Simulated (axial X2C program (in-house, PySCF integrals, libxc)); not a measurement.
# Correcting the dissociation energy of CCl⁺ for spin–orbit coupling

A spin-free PBE0 curve (one-electron X2C) was computed with an axial X2C code built on PySCF integrals, basis Cl dyall-av3z [9s8p3d2f], C dyall-v3z [7s6p2d1f] (cores contracted in-house), for the state M_S = 0, Λ = 0 (closed shell). It gives D0 = 6.706 eV to Cl + C+, which in a spin-free picture are the weighted means of the ground terms.

Measured levels of the ground terms (NIST Handbook of Basic Atomic Spectroscopic Data), in cm⁻¹: Cl 2P: J = 3/2 at 0, J = 1/2 at 882.4; C+ 2P: J = 1/2 at 0, J = 3/2 at 63.4.

The molecular state has Λ = 0, so it has no first-order lowering.

**Question.** How far does each ground level lie under the (2J+1)-weighted mean of its term?

**Answer.** Cl: (4 × 0 + 2 × 882.4)/6 = 294 cm⁻¹; C+: (2 × 0 + 4 × 63.4)/6 = 42 cm⁻¹.

**Question.** Correct D0.

**Answer.** D0 = 6.706 + (0 − 336)/8065.5 = 6.664 eV at PBE0 with these spin–orbit terms.

Second-order spin–orbit effects in the molecule, which grow quickly with Z, are left out. Occupations by symmetry block were frozen at the best pattern of an incomplete PBE0 search. De is counted from the lowest determinant-based energies of the atoms at the same level, without counterpoise correction.
